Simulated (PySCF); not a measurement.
Gas-phase reaction: c-Si₃H₆ + 5 CH + 4 CH₄ = 3 (CH₃)₃Si

Method: PySCF energies (xtb for GFN2) plus ideal-gas RRHO corrections (1 bar). † marks an energy on the PBE0/def2-TZVP geometry and frequencies; other levels use their own. Open shells (unrestricted): CH (multiplicity 2, electronic degeneracy 4), (CH₃)₃Si (multiplicity 2); the rest are closed-shell singlets. GFN2 has no spin-polarisation term. Spin-orbit splitting is ignored; it lowers the true energy and changes the entropy of CH. B3LYP is the form with VWN-RPA correlation. c-Si₃H₆, (CH₃)₃Si: computed as isolated molecules; such fragments, hydroxides, amides, oligomers or adducts are transient or little studied in the gas. The harmonic model lacks anharmonicity and excited electronic states, which grow with temperature; levels with a mode under 35 cm⁻¹ are left out. Internal rotation in (CH₃)₃Si is treated as a harmonic vibration of one conformer, which makes the entropy rough. Warning, spin contamination: CH (B3LYP/def2-TZVP†, BLYP/def2-TZVP†, M06-2X/def2-TZVP†, PBE/def2-TZVP†, PBE0/def2-QZVP†, PBE0/def2-SVP†, PBE0/def2-TZVP, r2SCAN/def2-TZVP†, LDA/def2-TZVP†, ωB97X-V/def2-TZVP†).

```csv
level,"ΔE electronic, kJ","ΔH°(298 K), kJ","ΔS°(298 K), J/K","ΔG°(2500 K), kJ"
B3LYP/def2-TZVP†,-2918,-2776,-954,-460
BLYP/def2-TZVP†,-2867,-2726,-954,-409
GFN2-xTB,-3229,-3076,-940,-763
M06-2X/def2-TZVP†,-3073,-2932,-954,-615
PBE/def2-TZVP†,-3123,-2982,-954,-665
PBE0/def2-QZVP†,-3108,-2967,-954,-651
PBE0/def2-SVP†,-3153,-3012,-954,-695
PBE0/def2-TZVP,-3103,-2962,-954,-646
r2SCAN/def2-TZVP†,-3091,-2950,-954,-633
LDA/def2-TZVP†,-3571,-3430,-954,-1114
ωB97X-V/def2-TZVP†,-3014,-2873,-954,-556
```
ΔH° is lowest at LDA/def2-TZVP† and highest at BLYP/def2-TZVP†. No reference value is set beside these.
